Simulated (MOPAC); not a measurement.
MOPAC input (PM7):

```
PM7 FORCE THERMO(298,298) PRECISE LET GEO-OK AUX(PRECISION=9) THREADS=1
C6H6

C     0.00294697 1    1.39399936 1    0.00404838 1
C     1.20869913 1    0.69442645 1    0.00736536 1
C     1.20574833 1   -0.69957189 1    0.00331648 1
C    -0.00294679 1   -1.39399940 1   -0.00404838 1
C    -1.20869932 1   -0.69442697 1   -0.00736537 1
C    -1.20574835 1    0.69957244 1   -0.00331648 1
H     0.00525303 1    2.48185261 1    0.00720801 1
H     2.15196997 1    1.23635421 1    0.01311298 1
H     2.14671388 1   -1.24550639 1    0.00590501 1
H    -0.00525307 1   -2.48185262 1   -0.00720801 1
H    -2.15196988 1   -1.23635416 1   -0.01311298 1
H    -2.14671384 1    1.24550635 1   -0.00590500 1
```

Q: Which zero-point energy does it print?

A: 60.23 kcal/mol, from the harmonic wavenumbers of PM7.
